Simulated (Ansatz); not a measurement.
CH$_{3}$S, doublet: at the end structure of a reaction step.

in.yaml

```yaml
crystal:
  periodic: [false, false, false]
  atoms:
    - {symbol: H, position_ang: [-1.201093, -1.194445, -0.453908]}
    - {symbol: C, position_ang: [0.410611, 0.392845, 0.040220]}
    - {symbol: S, position_ang: [-0.799828, -0.620341, 0.690661]}
    - {symbol: H, position_ang: [0.641922, 0.403196, -1.012595]}
    - {symbol: H, position_ang: [0.948288, 1.018745, 0.735722]}
basis:
  gaussian: {orbitals: def2-TZVPP}
magnetization: {spin_polarized: true, initial_magnetization: 1}
hamiltonian: {xc: {name: wB97M-V}}
```

Run by:

```bash
ansatz run in.yaml --threads 2 --pin off --events-out ev --progress --plain --max-ram 4352MiB
```

Output of Ansatz 0.2.0:

```
Functional definition: wB97M-V
  name "wB97M-V"
  cite "Mardirossian & Head-Gordon, J. Chem. Phys. 144, 214110 (2016) doi:10.1063/1.4952647"
  cite "Becke, J. Chem. Phys. 107, 8554 (1997) doi:10.1063/1.475007"
  cite "Vydrov & Van Voorhis, J. Chem. Phys. 133, 244103 (2010) doi:10.1063/1.3521275"
  # Of w^i u^j: cxij and so on, Table III.
  parameter omega = 0.3/bohr
  parameter cx = 0.15
  parameter cx01 = 1.007
  parameter cx10 = 0.259
  parameter css00 = 0.443
  parameter css04 = -1.437
  parameter css10 = -4.535
  parameter css20 = -3.390
  parameter css43 = 4.278
  parameter cos00 = 1.000
  parameter cos10 = 1.358
  parameter cos20 = 2.924
  parameter cos21 = -8.812
  parameter cos60 = -1.390
  parameter cos61 = 9.142
  parameter b = 6.0
  parameter c = 0.01
  gx(w, u) = 1 - cx + cx01*u + cx10*w
  gss(w, u) = css00 + css04*u^4 + css10*w + css20*w^2 + css43*w^4*u^3
  gos(w, u) = cos00 + cos10*w + (cos20 + cos21*u)*w^2 + (cos60 + cos61*u)*w^6
  exchange = spin_sum(e_x_unif_sr(omega)*gx(b97_w, b97_u_x)) + cx*exact_x_sr(omega) + exact_x_lr(omega)
  correlation = spin_sum(e_c_pw_mod_same_spin*gss(b97_w, b97_u_same))
      + integral(e_c_pw_mod_opposite_spin*gos(b97_w_opposite, b97_u_opposite)) + vv10(b, c)
648 factors; their error is unknown
146 factors; integrals over basis functions are off by at most 1.2e-5 eV
mean field evaluation 1: about -11916.8432 eV, gradient 2.1e1 eV
mean field evaluation 2: about -11917.4364 eV, gradient 1.8e1 eV
mean field evaluation 4: about -11919.0330 eV, gradient 7.3e-1 eV
mean field evaluation 8: about -11919.0502 eV, gradient 3.8e-2 eV
mean field evaluation 16: about -11919.0510 eV, gradient 1.2e-4 eV
mean field -11919.05096224 eV, -438.0170438395 hartree, gradient 4.4e-5 eV, S^2 0.754483; 0 other end points of the search recorded, 0 dependent functions left out
reference -11919.05099625 eV, -438.0170450893 hartree; 13, 12 occupied and 102, 103 virtual orbitals, 648 factors
Total energy: -11919.05099625 eV, -438.0170450893 hartree
```

The lines “mean field evaluation” count trial sets of orbitals through the whole run, from several starts and some on an approximate energy, so they need not fall steadily or lie above the final value.

The run took about 4.7 s on 2 CPU threads of an Arm Neoverse V1 (shared host).
